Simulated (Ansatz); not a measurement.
# CHAl: the cost of one run

Computed with Ansatz 0.2.0, Gaussian basis. Level: def2-QZVPP, all electrons in the functionals.

To be run: PBE, BLYP, r2SCAN, B97M-V, PBE0, B3LYP, at charge 0, triplet; charge 0, singlet; charge 0, quintet; charge 1, doublet; charge 1, quartet.

2 further runs of the same task are left out: 2 set aside as unsound or not needed. Runs told in other sessions of the task aren't counted.

**1. The geometry**

The geometry is a PBE0/def2-TZVP stationary point (not a proven minimum).

3 atoms, charge 0, spin multiplicity 3.

Atoms are counted from 1 here; the program's logs count them from 0.

Bond lengths: Al1–C2 1.916 Å, Al1–H3 1.601 Å. Angles: C2–Al1–H3 180.0°.

No dispersion term is added; B97M-V holds VV10 nonlocal correlation. B3LYP takes the VWN-RPA correlation.

The geometry shown and the zero of energy belong to the point charge 0, triplet. The yardstick, UCCSD(T), and other wave-function levels (R restricted, U unrestricted, valence and pair active spaces) come from earlier runs.

**2. PBE, charge 0, triplet**

Contents of in.yaml:

```yaml
crystal:
  periodic: [false, false, false]
  atoms:
    - {symbol: Al, position_ang: [0.000000, 0.000000, 0.105100]}
    - {symbol: C, position_ang: [0.000000, 0.000000, -1.811100]}
    - {symbol: H, position_ang: [0.000000, 0.000000, 1.706000]}
basis:
  gaussian: {orbitals: "def2-QZVPP.json"}
magnetization: {spin_polarized: true, initial_magnetization: 2}
hamiltonian: {xc: {name: PBE}}
output: {orbitals: {seedname: orbitals}}
```

Run with:

```console
ansatz run in.yaml --threads 1 --pin off --events-out ev --progress --plain --max-ram 2393MiB
```

**Question.** How long does this run take on 1 thread of Arm Neoverse V2, shared host?

About 6 s.
